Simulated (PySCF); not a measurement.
**The bond of PH+, level by level**

One table from this session's results is given with a row withheld; the runs are named, their logs left out.

Program: PySCF 2.14.0. Level of theory: P pcseg-1, H pcseg-1, no relativity. These are calculated values, not measurements.

The first run:

Settings of the job:

| Property | Result |
| --- | --- |
| atoms | P, H |
| charge | 1 |
| basis | P pcseg-1, H pcseg-1 |
| Hamiltonian | no relativity |
| basis functions | 23 |
| electrons treated | 15 |
| masses in u | 30.9738, 1.0078 |
| levels | PBE0, PBE, r²SCAN, M06, LDA, r²SCAN0, HF, MP2, SCS-MP2, CCSD, CCSD(T) |
| grid | 80 radial by 434 angular points |
| occupations | held fixed by the projection of orbital angular momentum |
| dissociation limit | P+ + H, each in its ground configuration |
| starting distance in angstrom | 1.485 |
| values of 2S to try | 1, 3 |

On the command line:

```sh
$ OMP_NUM_THREADS=1 python dia.py task.json out
```

Steps of the session up to this table: Input; PBE0 along the bond; Other states along the same grid; PBE (GGA); r²SCAN (meta-GGA); M06; LDA; r²SCAN0; UHF; MP2 and coupled cluster.

One of the session's tables, all rows but one given; the rest of the session is left out.

Energy (eV) from each level's lowest point:

| R (Å) | UHF | UHF-MP2 | UHF-SCS-MP2 | UHF-CCSD | UHF-CCSD(T) |
| --- | --- | --- | --- | --- | --- |
| 1.239 | 0.484 | 0.502 | 0.505 | n/a | n/a |
| 1.297 | 0.195 | 0.208 | 0.211 | 0.227 | 0.231 |
| 1.355 | 0.043 | 0.050 | 0.052 | 0.063 | 0.065 |
| 1.398 | ? | ? | ? | ? | ? |
| 1.441 | 0.007 | 0.000 | 0.000 | 0.000 | 0.000 |
| 1.484 | 0.054 | 0.038 | 0.037 | 0.030 | 0.029 |
| 1.542 | 0.167 | 0.138 | 0.135 | 0.118 | 0.114 |
| 1.614 | 0.369 | 0.320 | 0.315 | 0.281 | 0.275 |
| 1.700 | 0.672 | 0.596 | 0.587 | 0.530 | 0.519 |
| 1.816 | 1.126 | 1.030 | 1.022 | n/a | n/a |

Q: Estimate the row for R (Å) = 1.398 from the others.

Worked estimate for «UHF». A straight line through the neighbours (1.355, 0.043) and (1.441, 0.007) gives 0.043 + (0.007 − 0.043) × (1.398 − 1.355) / (1.441 − 1.355) = 0.025; a parabola fitted to 4 rows on both sides gives -0.001.

As computed: UHF: 0.000; UHF-MP2: 0.001; UHF-SCS-MP2: 0.002; UHF-CCSD: 0.008; UHF-CCSD(T): 0.009. In «UHF» the line misses by +0.025 and the parabola by -0.001.

State 2 has its PBE0 minimum 1.47 eV higher. The other levels ran on the lowest alone.
